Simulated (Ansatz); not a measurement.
Born–Oppenheimer molecular dynamics of C$_{2}$H$_{7}$Al (10 atoms, charge 0, multiplicity 1). It starts from a relaxed structure.

Theory: RKS B3LYP/def2-SVP (Ansatz).

```yaml
ensemble: NVE (velocity Verlet)
time_step: 1 fs
steps_asked: 300
starting_velocities_drawn_for: 1500 K
seed: 313886
```

First frame:

```xyz
10
Properties=species:S:1:pos:R:3
Al 0.002 0.013 -0.038
H -0.015 -0.031 1.556
C 1.729 0.021 -0.974
H 2.075 -1.019 -1.127
H 1.676 0.484 -1.974
H 2.522 0.529 -0.399
C -1.719 0.004 -0.986
H -2.299 -0.904 -0.736
H -2.348 0.856 -0.671
H -1.624 0.046 -2.083
```

(1) How far do the bonds stretch over the last three quarters of this one trajectory? (Pairs bonded in most of those frames.)

Results:

(1) 
| bond | mean (Å) | spread (Å) | shortest | longest |
| --- | --- | --- | --- | --- |
| Al1–H2 | 1.620 | 0.075 | 1.50 | 1.74 |
| Al1–C3 | 1.967 | 0.054 | 1.88 | 2.08 |
| Al1–C7 | 1.967 | 0.051 | 1.87 | 2.07 |
| C3–H4 | 1.110 | 0.032 | 1.03 | 1.20 |
| C3–H5 | 1.117 | 0.055 | 1.01 | 1.23 |
| C3–H6 | 1.152 | 0.122 | 0.95 | 1.33 |
| C7–H8 | 1.109 | 0.016 | 1.07 | 1.15 |
| C7–H9 | 1.109 | 0.008 | 1.09 | 1.13 |
| C7–H10 | 1.109 | 0.024 | 1.06 | 1.15 |

Mean temperature of the second half: 822 K. The conserved energy wandered by up to 7.0 meV per atom (net 2.2 meV per atom), which is poor conservation. Over the second half the temperature averaged 0.55 of the 1500 K drawn at the start: a run that starts near a minimum puts about half its kinetic energy into the potential. A run of 0.3 ps of so small a system gives no equilibrium averages.

Run time: 10 min on 1 thread of Arm Neoverse V2, with other jobs on the host, peak memory 0.14 GiB.
